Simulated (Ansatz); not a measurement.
```yaml
crystal:
  periodic: [false, false, false]
  atoms:
    - {symbol: Al, position_ang: [0.084527, -1.444495, 0.509572]}
    - {symbol: Al, position_ang: [-0.066969, 1.102488, -0.387997]}
    - {symbol: H, position_ang: [-1.440243, 1.770232, 0.007485]}
    - {symbol: H, position_ang: [0.179092, -2.942687, 1.034198]}
    - {symbol: H, position_ang: [1.243592, 1.514453, -1.163248]}
basis:
  gaussian: {orbitals: STO-3G}
total_charge: 1
hamiltonian: {xc: {name: HF}, pseudopotentials: {relativity: none}}
correlation: {method: mp2, electrons: all}
output: {forces: true}
```

```sh
$ ansatz run in.yaml --threads 2 --pin off --events-out ev --progress --plain --max-ram 4352MiB
```

It prints (some lines left out):

```
Functional definition: HF
220 factors; integrals over basis functions are off by at most 1.3e-4 eV
mean field evaluation 1: about -13049.0407 eV, gradient 1.5e1 eV
mean field evaluation 2: about -13049.0358 eV, gradient 1.4e1 eV
mean field evaluation 4: about -13050.2244 eV, gradient 7.7e-1 eV
mean field evaluation 8: about -13050.2280 eV, gradient 7.7e-7 eV
mean field -13050.22803255 eV, -479.5870344338 hartree, gradient 1.8e-6 eV, S^2 0.000000; 0 other end points of the search recorded, 0 dependent functions left out
reference -13050.22803255 eV, -479.5870344338 hartree; 14, 14 occupied and 7, 7 virtual orbitals, 220 factors
second order -1.93033595 eV of doubles, -0.00000000 eV of singles
Total energy: -13052.15836850 eV, -479.6579729716 hartree
Atom 0 at     0.084527    -1.444495     0.509572 Å, force    -0.024007     0.568051    -0.206843 eV/Å
Atom 1 at    -0.066969     1.102488    -0.387997 Å, force     0.058077    -0.943207     0.335755 eV/Å
Atom 2 at    -1.440243     1.770232     0.007485 Å, force     1.686706    -0.792650    -0.497126 eV/Å
Atom 3 at     0.179092    -2.942687     1.034198 Å, force    -0.106631     1.645151    -0.574272 eV/Å
Atom 4 at     1.243592     1.514453    -1.163248 Å, force    -1.614145    -0.477345     0.942485 eV/Å
Dipole moment:     0.015553    -0.289697     0.102602 e Å
```

Correlated methods freeze no core orbitals.

The dipole of an ion depends on the origin.
